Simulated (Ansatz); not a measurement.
Born–Oppenheimer molecular dynamics of CH$_{5}$OSi (8 atoms, charge 0, multiplicity 2). It goes on from the last frame of an earlier run, with new velocities.

Computed with UKS B3LYP/STO-3G in Ansatz 0.2.0.

* ensemble: NVT, Nosé–Hoover chain
* time step: 1 fs
* steps asked: 266
* set temperature: 1000 K
* thermostat: time constant 100 fs, chain length 3 (defaults)
* seed: 833232

First frame:

```xyz
8
Properties=species:S:1:pos:R:3
C 0.429 1.138 0.094
O 0.040 0.372 -1.044
Si 0.626 -1.180 -1.453
H 0.555 2.176 0.034
H 1.309 0.665 0.653
H -0.613 1.137 0.697
H 2.182 -1.517 -1.174
H -0.049 -1.916 -0.407
```

(1) How far do the bonds stretch over the last three quarters of this one trajectory? (Pairs bonded in most of those frames.)

## Answers

(1) 
```tsv
bond	mean (Å)	spread (Å)	shortest	longest
C1–O2	1.472	0.025	1.43	1.53
C1–H4	1.127	0.067	1.01	1.23
C1–H5	1.119	0.031	1.06	1.19
C1–H6	1.120	0.045	1.02	1.22
O2–Si3	1.731	0.024	1.68	1.78
Si3–H7	1.476	0.057	1.35	1.62
Si3–H8	1.485	0.091	1.34	1.61
```

Mean temperature of the second half: 854 K. The conserved energy stayed within 4.9 meV per atom of its start (net change -2.6 meV per atom), so there is no drift, though single steps change it by up to 30 meV in the whole system, a sign of fast motions only just resolved. The mean temperature of the second half is 15 % below the set value. A run of 0.27 ps of so small a system gives no equilibrium averages. Limits of this set-up: minimal basis.

Time of the run: 6 min on 1 thread of Arm Neoverse V2, on a shared host, peak memory 0.097 GiB.
